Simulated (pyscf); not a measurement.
This saddle point was located with ωB97X-D3(BJ)/def2-SVP in PySCF.

```xyz
9

O     -0.2355     2.1831    -0.7706
W     -0.0380     0.8344     0.2692
O      1.3459     0.9768     1.2712
O     -0.3060    -0.7693    -0.4721
C     -1.9218     0.2949     1.4112
H     -1.3243    -0.5156     0.4619
H     -2.5941    -0.5817     1.3940
H     -1.5518     0.3646     2.4456
H     -2.5555     1.1565     1.1505
```

Surface: singlet, charge 0. Lowest wavenumbers (cm⁻¹): 1375i, 125, 153, 172, 282.

### Question
What reaction is this the transition state of?

### Answer
`[O]=[W](=[O])=[O]` + `[CH4]` ⇌ `[CH3][W](=[O])(=[O])[OH]`, an addition across a multiple bond or ene-type step read from left to right: C–H broken and C–W, H–O formed. At ωB97M-D3(BJ)/def2-TZVP it lies -0.19 eV from the left side and +2.44 eV from the right (each side as separated species at their lowest minima found). On the reactant side the descent ends in an adduct with a C–W contact, 1.11 eV under the separated species and 0.75 eV under the saddle at ωB97X-D3(BJ)/def2-TZVP. At ωB97M-D3(BJ) the saddle lies under the separated reactants, which points to a path from their complex (located at ωB97X-D3(BJ) alone). What is counted as formed (C–W) is already present as a longer contact in the reactant adduct; forming that adduct is a step of its own. At the saddle there is also a short H–W contact that neither side keeps. At ωB97X-D3(BJ)/def2-TZVP the barrier from the zero used here is -0.36 eV. This is the saddle that the search found; another between the same sides may lie lower. Elements past Kr carry the def2 core potentials, without spin-orbit coupling.
